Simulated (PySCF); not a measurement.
Isomers of [C5H12P]+, one conformer each. Theory: core-valence-separated Tamm–Dancoff BHandHLYP/aug-pcX-1 (pcseg-1 on H, def2-SVPD on P) in PySCF, non-relativistic, gas phase, PBE0-D3(BJ)/def2-SVP geometry. No empirical shift is added; at this level the pattern usually sits a few eV under experiment.

P. `C/C=C/[PH2+]CC`
Q. `C1[P+](C)([C@@H]1C)C`

Main lines, eV (oscillator strength):
1. C K: 282.2 (0.075), 283.1 (0.043), 285.4 (0.041), 285.7 (0.012), 285.7 (0.036)
2. C K: 284.9 (0.045), 285.0 (0.063), 285.7 (0.048), 285.7 (0.039), 285.9 (0.010)
Listed: the first five lines at most of each edge with a tenth or more of its strongest line's intensity; roots within 0.03 eV on the same or equivalent atoms are summed. Only the lowest roots were sought, and the top ones are left out.

Task: Which spectrum belongs to which isomer?

Result: 1 = P, 2 = Q.
- P: first C line listed at 282.2 eV, hole on the alkene CH carbon (1s→π*).
- Q: first C line listed at 284.9 eV, hole on the sp3 carbon bound to phosphorus.

Task: What are the ground-state energies of the isomers at BHandHLYP/aug-pcX-1 (pcseg-1 on H, def2-SVPD on P), relative to the lowest?

Result: P 0.7, Q 0.0 kJ/mol (electronic energies on these geometries, no dispersion or zero-point terms).
